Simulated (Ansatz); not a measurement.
Rock-salt KI was calculated with G0W0@HSE06 (Ansatz, a quantum-chemistry and plane-wave program, hard PAW, contour deformation).

The same calculation (at the measured cell, 44.090 Å³/atom) with different numerical settings; throughout: k mesh 2×2×2:

| run | response cutoff (eV) | empty bands | quasiparticle gap on the mesh (eV) | quasiparticle gap at Γ (eV) | rough time |
|---|---|---|---|---|---|
| 1 | 100 | 368 | 6.454 | 6.454 | 3 core-min |
| 2 | 150 | 676 | 6.515 | 6.515 | 6 core-min |
| 3 | 200 | 1040 | 6.531 | 6.531 | 20 core-min |
| 4 | 250 | 1454 | 6.536 | 6.536 | 30 core-min |
| 5 | 300 | 1911 | 6.539 | 6.539 | 60 core-min |

In the column quasiparticle gap on the mesh (eV) the first row differs from the last by -0.085 and the next to last by -0.003.

The last row is no converged limit: other settings stay fixed.

Spin–orbit coupling is not included.

Note: GW on a hybrid start was not checked against another program.
